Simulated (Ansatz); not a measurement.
# B₂NH₅: basis-set convergence

An exercise on one series of results from a longer session: the logs are not shown, and one member is left open.

Computed with Ansatz 0.2.0, Gaussian basis. Level: one geometry, several basis sets.

Plan: PBE0-D4/def2-SVP; ωB97M-V/def2-SVP; PBE0-D4/def2-QZVPP; ωB97M-V/def2-QZVPP; the functionals' def2-TZVPP values are taken from earlier runs.

## The relaxed structure

The geometry comes from an earlier relaxation with PBE0-D4 in a triple-zeta def2 set; it is a stationary point, not always the lowest conformer.

SMILES `BNB`, 8 atoms, charge 0, spin multiplicity 1.

Atoms are counted from 1 here; the program's logs count them from 0.

Bond lengths: B1–N2 1.417 Å, B1–H4 1.194 Å, B1–H5 1.197 Å, N2–B3 1.417 Å, N2–H6 1.011 Å, B3–H7 1.197 Å, B3–H8 1.194 Å. Angles: N2–B1–H4 118.5°, N2–B1–H5 119.5°, H4–B1–H5 122.0°, B1–N2–B3 125.8°, B1–N2–H6 117.1°, B3–N2–H6 117.1°, N2–B3–H7 119.5°, N2–B3–H8 118.5°, H7–B3–H8 122.0°.

Set-up of the first run:

in.yaml

```yaml
crystal:
  periodic: [false, false, false]
  atoms:
    - {symbol: B, position_ang: [-0.828179, 0.654936, -0.693284]}
    - {symbol: N, position_ang: [0.259966, 0.377739, 0.170776]}
    - {symbol: B, position_ang: [0.695222, -0.910854, 0.567731]}
    - {symbol: H, position_ang: [-1.449436, -0.261407, -1.140095]}
    - {symbol: H, position_ang: [-1.097756, 1.791243, -0.954065]}
    - {symbol: H, position_ang: [0.770999, 1.169496, 0.536526]}
    - {symbol: H, position_ang: [1.631569, -1.014224, 1.305594]}
    - {symbol: H, position_ang: [0.109715, -1.864129, 0.150917]}
basis:
  gaussian: {orbitals: def2-SVP}
hamiltonian: {xc: pbe0, dispersion: d4}
output: {orbitals: {seedname: orbitals}}
```

Among the steps run: PBE0-D4 in def2-SVP; ωB97M-V in def2-SVP; PBE0-D4 in def2-QZVPP; ωB97M-V in def2-QZVPP.

One table of the session follows, with a row left open; its other results are not shown here.

It belongs to the step «Density functionals: the series». 

| functional | basis | HOMO (eV) |
| --- | --- | --- |
| PBE0-D4 | def2-SVP | -9.12 |
| PBE0-D4 | def2-TZVPP | ? |
| PBE0-D4 | def2-QZVPP | -9.19 |
| ωB97M-V | def2-SVP | -11.41 |
| ωB97M-V | def2-TZVPP | -11.53 |
| ωB97M-V | def2-QZVPP | -11.53 |

Estimate the missing values for PBE0-D4, def2-TZVPP.

The run gave: HOMO (eV): -9.18. In the column «HOMO (eV)» it lies between PBE0-D4, def2-QZVPP (-9.19) and PBE0-D4, def2-SVP (-9.12).
